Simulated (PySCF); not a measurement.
TT, C6H4S2.
Z-matrix (Å and degrees, PBE0-D3(BJ)/def2-TZVP geometry), rows numbered from 1:
```
C 
C   1  1.3612
C   2  1.4168  1  110.87
S   3  1.7168  2  135.64  1  -179.75
C   4  1.7216  3   91.47  2   179.66
C   5  1.3611  4  113.29  3    -0.11
C   3  1.3890  2  113.78  1    -0.13
S   7  1.7167  3  110.59  2     0.06
H   1  1.0796  2  127.37  3   179.97
H   2  1.0809  1  123.80  3   179.85
H   5  1.0795  4  119.34  3   179.94
H   6  1.0809  5  123.78  4   179.85
```

NICS is the negative of the GIAO shielding at a point without a nucleus: at the ring centre (0) and 1 Å above and below it (1); zz is the component along the ring normal. Level: GIAO PBE0/pcSseg-2 (PySCF, non-relativistic, gas phase) on the PBE0-D3(BJ)/def2-TZVP geometry, one conformer.

Ring bond lengths (Å), with Mayer bond orders in brackets: C1–C2 1.361 (1.67), C2–C3 1.417 (1.29), C3–C7 1.389 (1.33), C7–S8 1.717 (1.18), S8–C1 1.722 (1.14); C3–S4 1.717 (1.18), S4–C5 1.722 (1.14), C5–C6 1.361 (1.67), C6–C7 1.417 (1.29), C7–C3 1.389 (1.33).

Task: Give the NICS values of each ring in ppm.

Result: 
| ring | type | NICS(0) | NICS(1), two faces | NICS(1)zz, two faces | rms pucker (Å) | centre to ring atoms, mean (Å) |
| --- | --- | --- | --- | --- | --- | --- |
| C1–C2–C3–C7–S8 | 5-membered ring with S; formal bonds all aromatic | -11.3 | -9.0 / -9.0 | -24.4 / -24.4 | 0.00 | 1.29 |
| C3–S4–C5–C6–C7 | 5-membered ring with S; formal bonds all aromatic | -11.3 | -9.0 / -9.0 | -24.4 / -24.4 | 0.00 | 1.29 |

Task: What do they say, and how far can they be read as aromaticity?

Result: 
- C1–C2–C3–C7–S8: mean NICS(1)zz -24.4 ppm, shielded. For a flat ring without four-coordinate atoms the NICS criterion counts such a value as aromatic, though in fused rings the probe also feels the neighbouring ring.
- C3–S4–C5–C6–C7: mean NICS(1)zz -24.4 ppm, shielded. The ring is flat and has no four-coordinate atom; by the NICS criterion it is aromatic, though in fused rings the probe also feels the neighbouring ring.

Task: How equal are the bonds by HOMA? HOMA takes Krygowski's 1993 parameters.

Result: 
- C1–C2–C3–C7–S8: HOMA 0.85; the largest term is that of C2–C3, α(R − Ropt)² = 0.21. The geometric and the magnetic index point the same way.
- C3–S4–C5–C6–C7: HOMA 0.85; the largest term is that of C6–C7, α(R − Ropt)² = 0.21. The geometric and the magnetic index point the same way.

Task: What is the mean of the two in-plane components of NICS at the first NICS(1) probe listed for ring C3–S4–C5–C6–C7, 1 Å off the ring?

Result: The isotropic value is a third of the trace: (3 × -9.0 − (-24.4))/2 = -1.3 ppm.

Task: List the ring angles and the Hirshfeld charges of the ring atoms.

Result: 
- C1–C2–C3–C7–S8: C1 113.3° (-0.087 e), C2 110.9° (-0.080 e), C3 113.8° (-0.056 e), C7 110.6° (-0.056 e), S8 91.5° (+0.102 e); sum 540.0° against 540° for a flat convex ring.
- C3–S4–C5–C6–C7: C3 110.6° (-0.056 e), S4 91.5° (+0.102 e), C5 113.3° (-0.087 e), C6 110.9° (-0.080 e), C7 113.8° (-0.056 e); sum 540.0° against 540° for a flat convex ring.

Task: How shielded are the nuclei of the rings and their hydrogens (means over atoms taken as equivalent)?

Result: 
| atoms | environment | σ isotropic (ppm) | principal values of the symmetric part, first atom (ppm) |
| --- | --- | --- | --- |
| C1 (×2) | aromatic CH next to a ring sulfur | 48.4 | -42.6, 57.1, 130.5 |
| C2 (×2) | aromatic CH carbon | 58.4 | -26.3, 45.8, 155.8 |
| C3 (×2) | ring-fusion aromatic carbon | 34.9 | -19.7, 11.9, 112.4 |
| S4 (×2) | thiophene-type sulfur | 313.4 | 185.8, 336.9, 417.5 |
| H9 (×2) | aromatic hydrogen | 24.01 | 20.5, 25.1, 26.4 |
| H10 (×2) | aromatic hydrogen | 24.01 | 19.8, 25.1, 27.1 |

Time: 67 s wall; peak memory 1.5 GiB. Hardware: an Arm Neoverse V1 with one thread, no GPU, on a shared host. This is the whole shielding run at PBE0/pcSseg-2, SCF included.
